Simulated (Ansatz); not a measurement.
This geometry of BH3O + ClH (7 atoms, charge 0, multiplicity 1) is a first-order saddle point.

Method: RKS r2SCAN/def2-SVP in Ansatz 0.2.0.

```xyz
7
Properties=species:S:1:pos:R:3
B 0.046 0.050 0.160
O -0.073 -0.075 1.636
H -0.984 -0.275 1.899
H 1.159 -0.123 -0.249
H -0.950 -0.185 -0.473
Cl 0.040 2.278 0.493
H 0.002 1.215 1.558
```

(1) Which two structures does it join? (They come from a converged band through this point; their orientation in space is the band's.)

(2) How far does it lie above each of them?

Results:

(1) Bonds broken: Cl6–H7. Bonds formed: B1–Cl6, O2–H7. BH3O + ClH becomes BClH4O.

First end point:

```xyz
7
Properties=species:S:1:pos:R:3
B -0.140 -0.418 -0.001
O -0.515 0.137 1.179
H -1.141 -0.392 1.692
H 0.640 0.215 -0.667
H -0.587 -1.494 -0.333
Cl 0.790 2.996 1.588
H 0.193 1.841 1.566
```

Last end point:

```xyz
7
Properties=species:S:1:pos:R:3
B 0.021 0.355 0.026
O -0.174 -0.100 1.620
H -1.066 0.188 1.880
H 1.177 0.074 -0.190
H -0.848 -0.270 -0.535
Cl -0.298 2.177 0.084
H 0.429 0.462 2.139
```

(2) 0.69 eV above the first and 0.69 eV above the second. This is the barrier of this one path; another mechanism may lie lower. The orbitals stay closed-shell, which can raise the energy where a bond breaks towards radicals; this wasn't checked here.

Run time: 7.9 min on 1 thread of Arm Neoverse V1 (shared host), peak memory 0.12 GiB.
